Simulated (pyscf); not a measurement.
O=Cr(=O)(OH)–F + H₂O → O=Cr(=O)(OH)–OH + HF, a four-centre exchange (singlet surface; Cr–F, H–O broken, Cr–O, F–H formed). Structures and frequencies: ωB97X-D3(BJ)/def2-SVP in PySCF. Energies in kcal/mol from the separated reactants.

Small-basis levels: PySCF, no dispersion term, spherical d functions. AM1 to PM7: differences of heats of formation from MOPAC, which are fitted to 298 K values and so differ in kind from electronic energies by zero-point and thermal terms. GFN2-xTB: tblite. Cost: rough CPU time at the saddle relative to B3LYP/6-31G*+LANL2DZ, from one job on a shared machine.

```json
[
 {"level": "HF/3-21G", "barrier": "(withheld)", "reaction energy": "+4.8", "cost": "0.1"},
 {"level": "HF/6-31G*+LANL2DZ", "barrier": "23.1", "reaction energy": "+8.5", "cost": "0.2"},
 {"level": "SVWN5/6-31G*+LANL2DZ", "barrier": "-6.7", "reaction energy": "+8.6", "cost": "1"},
 {"level": "PBE/6-31G*+LANL2DZ", "barrier": "5.9", "reaction energy": "+10.5", "cost": "1"},
 {"level": "B3LYP/STO-3G", "barrier": "-5.2", "reaction energy": "+17.9", "cost": "0.5"},
 {"level": "B3LYP/3-21G", "barrier": "(withheld)", "reaction energy": "+8.9", "cost": "0.5"},
 {"level": "B3LYP/6-31G*+LANL2DZ", "barrier": "10.5", "reaction energy": "+10.0", "cost": "1"},
 {"level": "M06-2X/6-31G*+LANL2DZ", "barrier": "5.2", "reaction energy": "+6.7", "cost": "3"},
 {"level": "PBE/def2-SVP", "barrier": "2.5", "reaction energy": "+6.1", "cost": "2"},
 {"level": "B3LYP/def2-SVP", "barrier": "7.1", "reaction energy": "+5.5", "cost": "1"},
 {"level": "GFN2-xTB", "barrier": "22.7", "reaction energy": "+30.5", "cost": "under 0.02"},
 {"level": "PM7", "barrier": "26.1", "reaction energy": "+6.0", "cost": "under 0.02"},
 {"level": "ωB97M-D3(BJ)/def2-TZVP", "barrier": "(withheld)", "reaction energy": "+4.2", "cost": "–"}
]
```

Task: Fill in the missing entries.

Result: 
- HF/3-21G, barrier: -0.7
- B3LYP/3-21G, barrier: -13.7
- ωB97M-D3(BJ)/def2-TZVP, barrier: 12.2

Against the last row the barrier runs from -25.9 (B3LYP/3-21G) to +13.9 kcal/mol (PM7). At HF/3-21G, SVWN5/6-31G*+LANL2DZ, PBE/6-31G*+LANL2DZ, B3LYP/STO-3G, B3LYP/3-21G, M06-2X/6-31G*+LANL2DZ, PBE/def2-SVP, GFN2-xTB this geometry lies under one side, so the entry may be no barrier of that level: it is a single point on another level's saddle. ωB97M-D3(BJ)/def2-TZVP has limits of its own. On the product side the descent ends in a complex, 7.9 kcal/mol under the separated species and 15.6 kcal/mol under the saddle at ωB97X-D3(BJ)/def2-TZVP. This is the saddle that the search found; another between the same sides may lie lower.
